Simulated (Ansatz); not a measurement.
# H2ClO (doublet): from Hartree-Fock to the top rungs at distance Cl1–H2 along a hydrogen transfer = 1.358 Å, cc-pVDZ

How much of the correlation energy of H2ClO (doublet) does each wave-function method recover here?

Program: Ansatz 0.2.0, Gaussian basis. Level of theory: cc-pVDZ, core rule «outside noble gas», up to 6 orbitals frozen. These are calculated values, not measurements.

To be run: UHF; CCSD(T) on ROHF; CCSD(T) on UHF; BCCD(T) on ROHF; CISD; CCSDT(Q) on ROHF; CCSDT(Q) on UHF; CASSCF and MRCISD+Q, 3 electrons in 3 orbitals; CASSCF and NEVPT2, 3 electrons in 3 orbitals; CASSCF and MRCISD+Q, 15 electrons in 10 orbitals; CASSCF and NEVPT2, 15 electrons in 10 orbitals.

10 further runs of the same task are left out: 2 for a mislabelled method, 2 for a known fault of the program, 4 that didn't finish, 2 set aside as unsound or not needed.

## 1. The geometry

The geometry derives from fragments relaxed apart (PBE0/def2-TZVP) and kept rigid, so it is no stationary point. A hydrogen atom is moved between rigid fragments.

4 atoms, charge 0, spin multiplicity 2.

Atoms are counted from 1 here; the program's logs count them from 0.

Bond lengths: Cl1–H2 1.358 Å, H2–O3 1.188 Å, O3–H4 0.973 Å. Angles: Cl1–H2–O3 180.0°, H2–O3–H4 105.0°.

## 2. UHF

Input file in.yaml:

```yaml
crystal:
  periodic: [false, false, false]
  atoms:
    - {symbol: Cl, position_ang: [-0.840187, 0.017719, 0.000000]}
    - {symbol: H, position_ang: [0.517813, 0.017719, 0.000000]}
    - {symbol: O, position_ang: [1.705813, 0.017719, 0.000000]}
    - {symbol: H, position_ang: [1.957672, -0.922231, 0.000000]}
basis:
  gaussian: {orbitals: cc-pVDZ}
magnetization: {spin_polarized: true, initial_magnetization: 1}
hamiltonian: {xc: hf}
output: {orbitals: {seedname: orbitals}}
```

Command:

```console
$ ansatz run in.yaml --threads 1 --pin off --events-out ev --progress --plain --max-ram 2393MiB
```

After this run come: CCSD(T) on ROHF; CCSD(T) on UHF; BCCD(T) on ROHF; CISD; CCSDT(Q) on ROHF; CCSDT(Q) on UHF; CASSCF and MRCISD+Q, 3 electrons in 3 orbitals; CASSCF and NEVPT2, 3 electrons in 3 orbitals; CASSCF and MRCISD+Q, 15 electrons in 10 orbitals; CASSCF and NEVPT2, 15 electrons in 10 orbitals.

**Question.** What will the summary of the whole plan be? Wanted: UCCSDT(Q) below the RHF energy; RMP2 from UCCSDT(Q); UMP2 from UCCSDT(Q); RCCSD from UCCSDT(Q); RCCSD(T) from UCCSDT(Q); UCCSD(T) from UCCSDT(Q); RCCSDT(Q) from UCCSDT(Q); NEVPT2 pair from UCCSDT(Q); MRCISD+Q pair from UCCSDT(Q).

The runs gave:

| quantity | value |
| --- | --- |
| UCCSDT(Q) below the RHF energy | -9.7991 eV |
| RMP2 from UCCSDT(Q) | +101.2 kJ/mol |
| UMP2 from UCCSDT(Q) | +99.7 kJ/mol |
| RCCSD from UCCSDT(Q) | +22.0 kJ/mol |
| RCCSD(T) from UCCSDT(Q) | +3.8 kJ/mol |
| UCCSD(T) from UCCSDT(Q) | +3.6 kJ/mol |
| RCCSDT(Q) from UCCSDT(Q) | 0.0 kJ/mol |
| NEVPT2 pair from UCCSDT(Q) | +125.6 kJ/mol |
| MRCISD+Q pair from UCCSDT(Q) | +47.2 kJ/mol |
| NEVPT2 valence from UCCSDT(Q) | +200.8 kJ/mol |
| levels within 1 kcal/mol (43 meV) | RCCSD(T), UCCSD(T), BCCD(T), RCCSDT, UCCSDT, RCCSDT(Q) |
| T1 diagnostic | 0.036 |
| effectively unpaired electrons | 1.01 |

What this shows: RCCSD(T) lands +3.8 kJ/mol from the yardstick (0.4 % of the correlation energy). One determinant dominates. Of the multireference levels listed MRCISD+Q valence comes nearest in total energy (+45.9 kJ/mol), which doesn't show that its space is the better one. Coupled cluster took another determinant than the lowest Hartree-Fock one. These misses are within one basis, not against nature; the frozen cores of restricted and unrestricted runs differ, which can shift their rows.
